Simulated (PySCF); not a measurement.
Compound: 2-ethylacrolein, C5H8O.
InChI=1S/C5H8O/c1-3-5(2)4-6/h4H,2-3H2,1H3

Computed with PySCF at CAM-B3LYP/def2-SVPD, non-relativistic, on one gas-phase PBE0-D3(BJ)/def2-SVP geometry that isn't relaxed in the solvent. The solvent is an IEF-PCM continuum (cavity from Bondi-type radii × 1.2), and excitations are vertical TDDFT with non-equilibrium linear response and a frozen core. The model holds no explicit solvent molecules, cavitation or dispersion.

Gas-phase singlets (H = HOMO, L = LUMO):

```csv
state,E (eV),λ (nm),f,leading configurations
S1,3.881,319,0.000,H→L 92%
S2,6.059,205,0.318,H-1→L 95%
S3,7.045,176,0.000,"H-3→L 44%, H→L+4 10%"
S4,7.240,171,0.000,"H-2→L 66%, H→L+4 8%"
S5,7.510,165,0.029,"H→L+1 55%, H→L+3 17%"
```

Problem. Give the list for benzene (ε = 2.271), n² = 2.25.

Solution. 
```json
{"state": "S1", "E (eV)": "3.944", "λ (nm)": "314", "f": "0.001", "leading configurations": "H→L 92%", "change by rank (eV)": "+0.063"}
{"state": "S2", "E (eV)": "5.835", "λ (nm)": "213", "f": "0.414", "leading configurations": "H-1→L 95%", "change by rank (eV)": "-0.224"}
{"state": "S3", "E (eV)": "7.017", "λ (nm)": "177", "f": "0.000", "leading configurations": "H-3→L 47%, H-2→L 22%", "change by rank (eV)": "-0.028"}
{"state": "S4", "E (eV)": "7.233", "λ (nm)": "171", "f": "0.000", "leading configurations": "H-2→L 61%", "change by rank (eV)": "-0.007"}
{"state": "S5", "E (eV)": "7.526", "λ (nm)": "165", "f": "0.031", "leading configurations": "H→L+1 59%, H→L+3 18%", "change by rank (eV)": "+0.016"}
```

Problem. Give the list for chloroform (ε = 4.711), n² = 2.09.

Solution. 
| state | E (eV) | λ (nm) | f | leading configurations | change by rank (eV) |
| --- | --- | --- | --- | --- | --- |
| S1 | 3.987 | 311 | 0.001 | H→L 90% | +0.106 |
| S2 | 5.822 | 213 | 0.405 | H-1→L 94% | -0.237 |
| S3 | 6.998 | 177 | 0.000 | H-3→L 45%, H-2→L 28% | -0.047 |
| S4 | 7.238 | 171 | 0.000 | H-2→L 58%, H-3→L 10% | -0.002 |
| S5 | 7.538 | 164 | 0.025 | H→L+1 62%, H→L+3 18% | +0.028 |

Problem. The ground-state energy changes by -0.151 eV from gas to chloroform. By how much does the total energy of gas-phase S1 change?

Solution. E(S1) = E(S0) + excitation energy, so it changes by -0.151 + 0.106 = -0.045 eV: it is lowered less than the ground state, which is what a blue shift means. This is the vertical state, with the slow part of the continuum still set for S0.

Problem. How do the frontier levels move from gas to chloroform?

Solution. 
| orbital | gas (eV) | solvent (eV) | change (eV) |
| --- | --- | --- | --- |
| LUMO+2 | 1.83 | 2.02 | +0.19 |
| LUMO+1 | 1.26 | 1.45 | +0.19 |
| LUMO | -0.67 | -0.59 | +0.08 |
| HOMO | -9.06 | -9.09 | -0.03 |
| HOMO-1 | -9.42 | -9.28 | +0.14 |
| HOMO-2 | -11.16 | -11.00 | +0.16 |
| HOMO-3 | -11.50 | -11.35 | +0.15 |

The HOMO–LUMO gap goes from 8.39 to 8.50 eV. Rows go by rank; for LUMO+1 the atom shares or the degeneracy differ between the runs, so the row needn't follow one orbital.

The run took 44 s wall on an Arm Neoverse N1 with one thread, no GPU (shared host), and the process peaked at 0.87 GiB of memory. This is the whole response run at CAM-B3LYP/def2-SVPD in chloroform, SCF included.

Conformer computed: `[CH2:1]=[C:2]([CH:3]=[O:4])[CH2:5][CH3:6]`: C1–C2–C3–O4 180°, C1–C2–C5–C6 -103°.
